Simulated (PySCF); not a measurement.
Gas-phase reaction: C₂H₅OH + C₃H₆ (cyclic) ⇌ HCHO (formaldehyde) + C₄H₁₀ (isobutane)

Method: PySCF energies (xtb for GFN2) plus ideal-gas RRHO corrections (1 bar). The comparison is the NASA 1993 polynomial table, which mixes measured and estimated data. S°(298 K) at PBE0/def2-TZVP differs from the NASA 1993 table for C₂H₅OH (-11 J/mol/K); whether the harmonic model or the table's entry is off was not settled. † marks an energy on the PBE0/def2-TZVP geometry and frequencies; other levels use their own. MP2 freezes the core. 6-31G* has spherical d functions here. All species are closed-shell singlets. B3LYP is the form with VWN-RPA correlation. No R ln 2 is added for the mirror-image form of C₂H₅OH. MP2 isn't extrapolated to the basis-set limit; its ΔH°(298 K) is -79.4 kJ in def2-SVP and -61.2 kJ in def2-TZVPP. The harmonic model lacks anharmonicity and excited electronic states, which grow with temperature; levels with a mode under 35 cm⁻¹ are left out. Internal rotation in C₂H₅OH, C₄H₁₀ (isobutane) is treated as a harmonic vibration of one conformer, which makes the entropy rough.

| level | ΔH°(298 K), kJ | minus table | ΔG°(2500 K), kJ |
|---|---|---|---|
| table | -61.9 | - | -61.8 |
| B3LYP/6-31G* | -82.8 | -20.9 | -100.6 |
| BLYP/def2-TZVP† | -74.4 | -12.5 | -92.3 |
| GFN2-xTB | -5.5 | 56.4 | -28.1 |
| HF/6-31G* | -87.9 | -26.0 | -105.4 |
| M06-2X/def2-TZVP† | -45.5 | 16.4 | -63.4 |
| MP2/def2-TZVPP† | -61.2 | 0.7 | -79.1 |
| PBE/def2-SVP | -59.6 | 2.3 | -76.5 |
| PBE0/def2-SVP† | -50.9 | 11.0 | -68.8 |
| PBE0/def2-TZVP | -47.0 | 14.9 | -64.9 |
| r2SCAN/def2-TZVP† | -56.9 | 5.0 | -74.8 |
| ωB97X-V/def2-TZVP† | -58.1 | 3.8 | -76.0 |
